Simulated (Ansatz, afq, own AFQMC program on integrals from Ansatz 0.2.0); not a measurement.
Integrals from Ansatz 0.2.0, then the random walk in our own AFQMC program (afq).

```yaml
crystal:
  periodic: [false, false, false]
  atoms:
    - {symbol: C, position_ang: [0.000000, 0.000000, 0.000000]}
    - {symbol: H, position_ang: [0.000000, 0.000000, 1.122532]}
basis:
  gaussian: {orbitals: cc-pVTZ}
magnetization: {spin_polarized: true, initial_magnetization: 1}
correlation: {method: ccsd_t, electrons: outside_noble_gas, hamiltonian_folder: ham}
```

```sh
$ ansatz run in.yaml --threads 1 --pin off --events-out ev --progress --plain --max-ram 16896MiB --backend cuda --devices 0, --max-vram 18GiB
```

Options of the walk:

```
--method free --trial cisd --walkers 4000 --time-step 0.03 --max-blocks 4000 --target-error 0.00028 --factor-cut 1e-05 --seed 2952 --times 0,0.3,0.6,1.2,1.8,2.4,3.6,4.8,6 --taylor-order 8
```

Times are imaginary, in 1/Eh. The walk had a cap of 65 s.

Output of the walk:

```
orbitals 43  electrons 3 2  factors 252 of 252
reference energy -38.28474682 Eh
CCSD correlation -0.12186734 Eh in 17 cycles, weight of the determinant in the CISD state 0.8219
repeat  energy at the last time / Eh  error
    10  -38.410916  0.000176
time / (1/Eh)  energy / Eh  error  mean overlap
  0.00  -38.406565  0.000018  1.2163
  0.30  -38.409307  0.000051  1.2154
  0.60  -38.410192  0.000039  1.2126
  1.20  -38.410714  0.000057  1.2127
  1.80  -38.410872  0.000071  1.2104
  2.40  -38.410967  0.000067  1.2107
  3.60  -38.411027  0.000079  1.2107
  4.80  -38.410921  0.000076  1.2132
  6.00  -38.410979  0.000126  1.2099
energy -38.410979 +/- 0.000126 Eh
```

The run passed its tests (error under three times the target), which doesn't prove that it has relaxed, ending at its cap on processor time.

Against this walk (error 3.4 meV) on the same determinant: CCSD(T) 25.6 meV higher, CCSDT(Q) 2.9 meV lower (within the noise), CCSDTQ 3.2 meV lower (within the noise), full CI 3.2 meV lower (within the noise). The error is statistical, and a free projection of finite length keeps a remainder of its start. The determinant has ⟨S²⟩ = 1.10, so the low cluster orders mix in higher spin, and so can this walk. The determinant is a poor start (see the cautions), so the low cluster orders aren't to be relied on, and full CI is the sure value.

Cautions: remainder of the start not in the error; start is not spin pure; strong correlation (T1 0.109, weight of the determinant 0.82, largest double 0.10); unrestricted determinant spin contaminated (⟨S²⟩ 1.10 against 0.75).

The walk took 66 s on 1 × NVIDIA H100 80GB HBM3 with 2 threads of AMD EPYC 7R13 Processor (Zen 3), on a shared host (the card was shared). The log's last line is the free-projection energy.

CCSDT and higher add their correlation energy to the determinant of the CCSD(T) run, since their own runs factorise the integrals more tightly (a shift of under 2 meV).
